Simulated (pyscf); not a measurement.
This saddle point was located with ωB97X-D3(BJ)/def2-SVP in PySCF.

```xyz
11

O     -0.3634     0.8087     0.9480
Si    -0.8674    -0.1633    -0.2997
O      0.4565    -0.7885    -1.0717
O     -1.8167     0.7978    -1.2496
O     -1.7793    -1.4519     0.1784
H     -0.5757     2.0916     0.9534
H      1.2509    -0.2458    -1.0516
H     -2.3775     0.3443    -1.8867
H     -1.2830    -2.2482     0.3933
H     -1.1742     1.5820     1.6119
H     -1.2430     2.6241     1.5599
```

Surface: singlet, charge 0. Lowest wavenumbers (cm⁻¹): 2810i, 70, 156, 165, 222.

Q: What reaction is this the transition state of?

A: `[OH][Si]([OH])([OH])[OH]` + `[H][H]` ⇌ `[OH][Si]([OH])([OH])[OH]` + `[H][H]`, a four-centre exchange read from left to right: H–O, H–H broken and H–O, H–H formed. At ωB97M-D3(BJ)/def2-TZVP it lies +289.0 kJ/mol from the left side and +289.0 kJ/mol from the right (each side as separated species at their lowest minima found). The same reactants have a lower exit, to HO–SiH(OH)–OH + H₂O (barrier +226.3 kJ/mol at ωB97M-D3(BJ)/def2-TZVP, against +289.0 kJ/mol here). One saddle was located; it need not be the lowest between these sides.
